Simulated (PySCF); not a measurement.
# C₃H₂ClF: a tour of settings

Aim: see how C₃H₂ClF (`FC1=C[C@H]1Cl`) answers to the choice of functional, basis, grid and SCF options.

Programs: PySCF 2.14.0, with density-fitted response routines of our own. Each step states its level of theory. These are calculated values for one molecule, in the gas phase or a continuum, unless marked as measured. Atoms count from 0, in the outputs and in this text.

## Step 1: The starting structure

7 atoms, charge 0, multiplicity 1; geometry from: GFN2-xTB.

Bonds of the start (Å): F0–C1 1.31, C1–C2 1.30, C2–C3 1.51, C3–Cl4 1.78, C3–C1 1.47, C2–H5 1.06, C3–H6 1.08.

## Step 2: Shielding tensors: PBE0/pcSseg-1

The job: settings as JSON, then the geometry in Å.

```
{"job": {"kind": "nmr", "xc": "PBE0", "basis": "pcSseg-1"}, "charge": 0, "multiplicity": 1}
F      1.897100    -0.732480    -0.750981
C      0.828105    -0.143746    -0.280156
C      0.147676     0.942133    -0.054820
C     -0.473162    -0.363991     0.371149
Cl    -1.824316    -1.033242    -0.582080
H      0.009490     1.991164    -0.137612
H     -0.581559    -0.654934     1.407422
```

Method: GIAO PBE0/pcSseg-1 NMR shielding, non-relativistic, gas phase.

Launch:

```sh
$ OMP_NUM_THREADS=1 python probes_run.py task.json out
```

The driver reads the jobs from task.json and runs them one after another.

Output:

```text
coarse grid: 7208 points
cycle   1  E = -674.9597473268  dE =  8.786e-01  |g| = 4.287e-01  |ddm| = 2.516e+00
cycle   2  E = -674.9346398618  dE =  2.511e-02  |g| = 5.761e-01  |ddm| = 8.221e-01
cycle   3  E = -674.9964682305  dE = -6.183e-02  |g| = 7.522e-02  |ddm| = 4.719e-01
cycle   4  E = -674.9976513262  dE = -1.183e-03  |g| = 2.978e-02  |ddm| = 8.812e-02
cycle   5  E = -674.9978196258  dE = -1.683e-04  |g| = 1.260e-02  |ddm| = 3.230e-02
cycle   6  E = -674.9978512849  dE = -3.166e-05  |g| = 2.559e-03  |ddm| = 1.145e-02
cycle   7  E = -674.9978525482  dE = -1.263e-06  |g| = 5.645e-04  |ddm| = 3.017e-03
final grid: 67720 points
cycle   8  E = -675.0331714738  dE = -2.171e-05  |g| = 5.220e-03  |ddm| = 2.124e-02
cycle   9  E = -675.0331676660  dE =  3.808e-06  |g| = 6.674e-03  |ddm| = 9.274e-03
cycle  10  E = -675.0331768479  dE = -9.182e-06  |g| = 1.255e-03  |ddm| = 5.724e-03
cycle  11  E = -675.0331770876  dE = -2.398e-07  |g| = 2.534e-04  |ddm| = 1.192e-03
cycle  12  E = -675.0331770992  dE = -1.155e-08  |g| = 1.055e-04  |ddm| = 2.855e-04
cycle  13  E = -675.0331771018  dE = -2.653e-09  |g| = 1.895e-05  |ddm| = 9.042e-05
cycle  14  E = -675.0331771019  dE = -7.230e-11  |g| = 5.539e-06  |ddm| = 2.083e-05
converged SCF energy = -675.0331771019

GIAO shielding tensors (ppm)
atom      isotropic    diamagn.    paramagn.     s11        s22        s33       span
  0 F      307.857     470.228    -162.371    163.809    258.372    501.390    337.581
  1 C       24.318     249.881    -225.563    -99.895     71.956    100.892    200.786
  2 C       96.364     256.118    -159.754      7.878    109.607    171.609    163.731
  3 C      136.662     245.710    -109.048     94.002    110.812    205.171    111.170
  4 Cl     728.149    1145.762    -417.613    445.145    642.868   1096.435    651.289
  5 H       26.107      30.878      -4.771     23.556     25.105     29.661      6.105
  6 H       27.230      28.226      -0.996     20.041     26.267     35.382     15.341
```

Wall time 7.6 s (1 thread of Intel Xeon Platinum 8488C, shared host); peak memory 0.44 GiB.

The references, computed at this level on geometries of the same kind, shield at (ppm): 1H TMS 31.72, 13C TMS 186.9, 19F CFCl3 170.9, 35Cl HCl 950. Their shielding less the atom's gives the shift. The references are single molecules in the gas phase, so shifts against H2O, NH3, PH3, H3PO4 or CFCl3 are not on the usual liquid scales and can be off by tens of ppm.

```tsv
atoms	environment	σ (ppm)	δ (ppm)	δ scaled to CDCl3
C1	fully substituted alkene carbon bonded to F	24.3	162.6	156.8
C2	alkene CH	96.4	90.6	86.5
C3	three-membered-ring carbon bearing a halogen	136.7	50.3	47.1
H5	hydrogen on an alkene CH	26.11	5.61	5.39
H6	hydrogen on a three-membered-ring carbon bearing a halogen	27.23	4.49	4.34
F0	vinylic fluorine	307.9	-136.9	–
Cl4	chlorine bonded to C	728	222	–
```

The scaled column applies a straight-line fit of computed shieldings to shifts measured in CDCl3, with any fitted terms for Cl, Br or S neighbours; 19F shifts take a fit of their own (root-mean-square error 0.16 ppm for H, 1.9 ppm for C).

Charges from the same density, by scheme (e):

```tsv
atoms	Mulliken	IAO	Hirshfeld	ESP fit
F0	-0.20	-0.20	-0.04	-0.10
C1	0.33	0.31	0.09	0.23
C2	-0.08	-0.20	-0.05	-0.26
C3	-0.19	-0.12	-0.02	-0.08
Cl4	-0.13	-0.13	-0.11	-0.16
```

Mayer bond orders: F0–C1 1.06, C1–C2 1.68, C2–C3 0.85, C3–Cl4 0.96, C3–C1 1.03.

Ring of atoms C1, C2, C3: NICS(0) -31.4, NICS(1) -6.1, NICS(1)zz -11.4 ppm (means of both faces; NICS(1) differs between them: -4.5 and -7.7).

The two faces differ (NICS(1)zz -7.9 and -15.0 ppm, in the same order).

In rings of three or four atoms NICS is ruled by the nearby σ bonds, so it says little on aromaticity.

The fields below are evaluated on a grid from the run's orbitals.

Frontier orbitals at PBE0/pcSseg-1, with the share of their density that lies nearest to each atom:

```tsv
orbital	energy (eV)	lies on
HOMO	-8.19	Cl4 41 %; C1, C2 about 19 % each; C3 7 %
LUMO	-0.18	C1, C2 about 36 % each; H5 13 %; F0 8 %
```

ELF in a plane through or near 5 of the atoms.

Ten even steps from '0' (0.00) to '9' (1.00):
```
0000000000000000000000000000
0000000000000000000000000000
0000000000000000000000000000
0000000001332000000000000000
0000000048999500000000000000
0000000389999810000000000000
0000000169999842100000000000
0000000036752476420122210000
0000000124516298752245542000
0000000036886563355467653100
0000000014512551256577764100
0000001224273697554567753100
0000015777864676422456542000
0000026874762122101234320000
0000014788873000000011000000
0000000234542000000000000000
0000000001100000000000000000
0000000000000000000000000000
0000000000000000000000000000
0000000000000000000000000000
```
The map spans 9.0 Å across and 8.7 Å up, centred on the molecule. Atoms in the plane (x, y in Å): F0 (-1.5, -1.6), C1 (-0.7, -0.5), C2 (-0.6, 0.8), C3 (0.7, -0.1), H5 (-0.9, 1.8).

log10 of the density (e/Å³) in the same plane.

Ten even steps from ' ' (-4.0) to '@' (1.5):
```
                                                        
                                                        
                  ..........                            
              ..::::------::::....                      
            ..::--====++====--::::..                    
          ..::--==++**##**++====----::::::::....        
          ..--==++**######**++++====--------::::....    
        ..::--==++**####%%##****++++========----::::    
        ..::--==++**##%%@@%%####****++++++++====--::..  
        ..::--==++**################********++====--..  
        ..::--==++**##%%%%####%%%%####******++====--::  
        ::--==++****##@@@@########**********++====--..  
      ..::==++**##%%%%####********++++++++++====--::..  
      ..--==**##%%@@%%##**++++================--::::    
      ..::==++**##%%%%**++====----------------::....    
        ..::==++++++++++==--::::......::........        
          ..::----====--::::                  ....      
              ..........                      ......    
                                                ....    
                                                  ....  
```
The map spans 9.0 Å across and 8.7 Å up, centred on the molecule. Atoms in the plane (x, y in Å): F0 (-1.5, -1.6), C1 (-0.7, -0.5), C2 (-0.6, 0.8), C3 (0.7, -0.1), H5 (-0.9, 1.8).

On the surface of density 0.002 e/bohr³ the electrostatic potential runs, from the 1st to the 99th percentile, from -0.74 V near Cl4 to 1.56 V near H5.

## Step 3: Excited states and response: PBE0/def2-SVPD

Same as in step 2 but for these lines:

```diff
@@ -1,2 +1,2 @@
-{"job": {"kind": "nmr", "xc": "PBE0", "basis": "pcSseg-1"}, "charge": 0, "multiplicity": 1}
+{"job": {"kind": "uv", "xc": "PBE0", "basis": "def2-SVPD", "nstates": 6, "ntriplets": 2}, "charge": 0, "multiplicity": 1}
 F      1.897100    -0.732480    -0.750981
```

Level: TDDFT PBE0/def2-SVPD, vertical, gas phase, core orbitals frozen in the response.

Output:

```text
coarse grid: 7208 points
cycle   1  E = -674.6793033977  dE =  8.398e-01  |g| = 3.980e-01  |ddm| = 3.984e+00
cycle   2  E = -674.6556151133  dE =  2.369e-02  |g| = 5.317e-01  |ddm| = 1.057e+00
cycle   3  E = -674.7128301823  dE = -5.722e-02  |g| = 7.401e-02  |ddm| = 6.430e-01
cycle   4  E = -674.7140229574  dE = -1.193e-03  |g| = 2.945e-02  |ddm| = 1.431e-01
cycle   5  E = -674.7142050107  dE = -1.821e-04  |g| = 1.179e-02  |ddm| = 4.584e-02
cycle   6  E = -674.7142336221  dE = -2.861e-05  |g| = 2.271e-03  |ddm| = 1.529e-02
cycle   7  E = -674.7142348200  dE = -1.198e-06  |g| = 5.699e-04  |ddm| = 4.956e-03
final grid: 67720 points
cycle   8  E = -674.7898043721  dE = -1.425e-05  |g| = 4.728e-03  |ddm| = 3.885e-02
cycle   9  E = -674.7898000371  dE =  4.335e-06  |g| = 6.690e-03  |ddm| = 1.694e-02
cycle  10  E = -674.7898096616  dE = -9.625e-06  |g| = 9.039e-04  |ddm| = 8.449e-03
cycle  11  E = -674.7898098275  dE = -1.659e-07  |g| = 1.804e-04  |ddm| = 1.333e-03
cycle  12  E = -674.7898098339  dE = -6.413e-09  |g| = 7.921e-05  |ddm| = 3.525e-04
cycle  13  E = -674.7898098355  dE = -1.551e-09  |g| = 1.392e-05  |ddm| = 1.196e-04
cycle  14  E = -674.7898098355  dE = -4.547e-11  |g| = 3.642e-06  |ddm| = 3.155e-05
converged SCF energy = -674.7898098355

Static polarisability (au): isotropic 48.029, principal 39.175 46.692 58.221

Singlet excitations
state   eV       nm        f      main configurations
  1   6.4647    191.8   0.00405   H->L 0.60, H-1->L 0.36
  2   6.9698    177.9   0.00086   H-2->L 0.88
  3   7.1104    174.4   0.07214   H-1->L 0.44, H->L 0.23, H->L+1 0.12
  4   7.3500    168.7   0.01472   H->L+1 0.61, H->L+2 0.15
  5   7.4108    167.3   0.01134   H-1->L+1 0.64, H->L+2 0.15
  6   7.7388    160.2   0.00074   H-1->L+2 0.45, H-1->L+1 0.24, H->L+1 0.15

Triplet excitations (Tamm-Dancoff, eV): 4.7085 6.0645
```

Wall time 8.3 s (1 thread of Intel Xeon Platinum 8488C, shared host); peak memory 0.54 GiB.

The orbitals next to the gap, with their largest atomic shares:

```tsv
orbital	eV	atoms
HOMO−3	-10.71	Cl4 22 %, C3 21 %, F0 20 %
HOMO−2	-8.73	Cl4 75 %, C3 12 %, H6 5 %
HOMO−1	-8.34	Cl4 42 %, C2 20 %, C1 16 %
HOMO	-8.26	Cl4 42 %, C2 18 %, C1 16 %
LUMO	-0.35	C2 38 %, C1 32 %, H5 9 %
LUMO+1	0.47	C1 30 %, Cl4 17 %, C2 17 %
LUMO+2	0.85	Cl4 49 %, C3 20 %, C1 11 %
```

With each of the 6 states as a Gaussian band of 0.4 eV half-width at 1/e, the curve within the window shown has maxima at 173 nm (ε 3,700) L/(mol cm). Beyond the last state computed it falls off for lack of states. The curve at chosen wavelengths:

```json
{"nm": "154", "ε (L/mol/cm)": "100"}
{"nm": "156", "ε (L/mol/cm)": "217"}
{"nm": "159", "ε (L/mol/cm)": "569"}
{"nm": "161", "ε (L/mol/cm)": "961"}
{"nm": "163", "ε (L/mol/cm)": "1480"}
{"nm": "165", "ε (L/mol/cm)": "2088"}
{"nm": "168", "ε (L/mol/cm)": "2993"}
{"nm": "170", "ε (L/mol/cm)": "3447"}
{"nm": "172", "ε (L/mol/cm)": "3681"}
{"nm": "175", "ε (L/mol/cm)": "3548"}
{"nm": "177", "ε (L/mol/cm)": "3182"}
{"nm": "179", "ε (L/mol/cm)": "2681"}
{"nm": "181", "ε (L/mol/cm)": "2135"}
{"nm": "184", "ε (L/mol/cm)": "1390"}
{"nm": "186", "ε (L/mol/cm)": "1002"}
{"nm": "188", "ε (L/mol/cm)": "712"}
{"nm": "190", "ε (L/mol/cm)": "506"}
{"nm": "193", "ε (L/mol/cm)": "314"}
{"nm": "195", "ε (L/mol/cm)": "235"}
{"nm": "197", "ε (L/mol/cm)": "179"}
{"nm": "200", "ε (L/mol/cm)": "119"}
{"nm": "202", "ε (L/mol/cm)": "89"}
{"nm": "204", "ε (L/mol/cm)": "66"}
{"nm": "206", "ε (L/mol/cm)": "47"}
{"nm": "209", "ε (L/mol/cm)": "27"}
{"nm": "211", "ε (L/mol/cm)": "18"}
```

Leading natural transition orbitals of singlet state 3: the hole lies on C2 32 %; C1 22 %; Cl4 16 %; the particle on C1, C2 about 31 % each; H5 19 %; F0 6 %.

Leading natural transition orbitals of singlet state 1: the hole lies on Cl4 55 %; C3 15 %; C1 12 %; the particle on C1, C2 about 34 % each; H5 16 %; F0 6 %.

Ground-state properties from the same run:

```tsv
property	computed
dipole moment (D)	2.31
polarisability (Å³)	7.12
HOMO–LUMO gap (eV)	7.91
−ε(HOMO) (eV)	8.26
```

[end of part 1 of 2]
